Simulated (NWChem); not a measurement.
Species: hydroxide (OH anion); SMILES [OH-]

Program: NWChem. Coordinates come from a B3LYP/def2-SVPD optimisation. Static field.

**Question.** Estimate the computed values for CAM-B3LYP/def2-TZVPD. Quantities: isotropic polarisability (bohr³); anisotropy (bohr³).

**Answer.** The isotropic polarisability (bohr³) is 22.5 and the anisotropy (bohr³) is 4.0.
